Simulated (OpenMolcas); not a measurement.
A ladder of methods for C2H4Cl2 (SMILES CC(Cl)Cl)

C2H4Cl2: 8 atoms, total charge 0, spin state singlet. As SMILES, `CC(Cl)Cl`. The coordinates come from a PBE0-D4/def2-TZVP relaxation.

Quantity: the dipole moment, in D. The values are calculated.

Measured value to compare with: NIST CCCBDB gives the dipole moment of the gas as 2.06 D.

```json
{"level": "HF/cc-pVDZ", "kind": "Hartree–Fock", "program": "OpenMolcas", "value (D)": "2.32", "computed − measured": "+0.26", "CPU time": "7.3 s"}
{"level": "SVWN5/cc-pVDZ", "kind": "LDA", "program": "OpenMolcas", "value (D)": "2.00", "computed − measured": "-0.06", "CPU time": "25 s"}
{"level": "BLYP/cc-pVDZ", "kind": "GGA", "program": "OpenMolcas", "value (D)": "1.92", "computed − measured": "-0.14", "CPU time": "43 s"}
{"level": "TPSS/cc-pVDZ", "kind": "meta-GGA", "program": "OpenMolcas", "value (D)": "2.05", "computed − measured": "-0.01", "CPU time": "61 s"}
{"level": "r2SCAN/cc-pVDZ", "kind": "meta-GGA", "program": "OpenMolcas", "value (D)": "2.14", "computed − measured": "+0.08", "CPU time": "53 s"}
{"level": "BHLYP/cc-pVDZ", "kind": "global hybrid", "program": "OpenMolcas", "value (D)": "2.14", "computed − measured": "+0.08", "CPU time": "43 s"}
{"level": "M06-2X/cc-pVDZ", "kind": "hybrid meta-GGA", "program": "OpenMolcas", "value (D)": "2.11", "computed − measured": "+0.05", "CPU time": "53 s"}
{"level": "PBE0/cc-pVDZ", "kind": "global hybrid", "program": "OpenMolcas", "value (D)": "2.10", "computed − measured": "+0.04", "CPU time": "36 s"}
```

Nearest: TPSS/cc-pVDZ (-0.01 D); farthest: HF/cc-pVDZ (+0.26 D). The measured dipole is a vibrational average, so differences of a few hundredths of a debye mean little. Computed less measured by kind, in D (of the ab initio rows, those in cc-pVDZ): Hartree–Fock +0.26; LDA -0.06; GGA -0.14; meta-GGA -0.01 to +0.08; global hybrid +0.04 to +0.08. Magnitudes only. CPU times are rough (shared hosts, several kinds of processor and program).
